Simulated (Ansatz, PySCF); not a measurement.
oxygen (O₂), SMILES O=O (connectivity only; charge and spin as stated), neutral, multiplicity 3. Atoms are numbered in the order given.

```xyz
2

O      0.0000     0.0000    -0.5963
O      0.0000     0.0000     0.5963
```
Charge 0, spin multiplicity 3.

Geometry: PBE0-D3(BJ)/def2-TZVPD.

Two levels are set side by side: PBE-D3(BJ)/def2-TZVPD (Ansatz, a program for electronic structure) and PBE0-D3(BJ)/def2-TZVPD (Ansatz). Each level has its own optimised geometry; the coordinates shown are those of the second. Frequencies come from the Hessian of PySCF at each geometry. Differences are taken from unrounded values.

| quantity | PBE0-D3(BJ) | PBE-D3(BJ) | PBE-D3(BJ) minus PBE0-D3(BJ) |
|---|---|---|---|
| bond O1–O2 (Å) | 1.193 | 1.218 | 0.026 |
| highest harmonic wavenumber (cm⁻¹) | 1713 | 1555 | -158 |
| mean harmonic wavenumber (cm⁻¹) | 1713 | 1555 | -158 |
| zero-point energy (kcal/mol) | 2.45 | 2.22 | -0.23 |
